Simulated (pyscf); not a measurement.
Structures and frequencies: ωB97X-D3(BJ)/def2-SVP in PySCF. Correlated levels are frozen-core, on RHF or UHF. ΔMP2 is the change of the MP2 total energy from the triple- to the quadruple-zeta basis.

**Question.** List the bond dissociation enthalpies at 298 K of chloromethane (H₃C–Cl) from CCSD(T)/def2-TZVPP + ΔMP2(QZVPP), from the weakest bond up.

**Answer.** C–Cl to CH₃• + Cl•: 346.4 kJ/mol; C–H to •H₂C–Cl + H•: 414.5 kJ/mol. Ring and multiple bonds, and those that leave no two simple radicals, are not listed. The CCSD(T) − MP2 part came from Ansatz, without density fitting, on the same reference. Left out: the spin-orbit lowering of Cl.
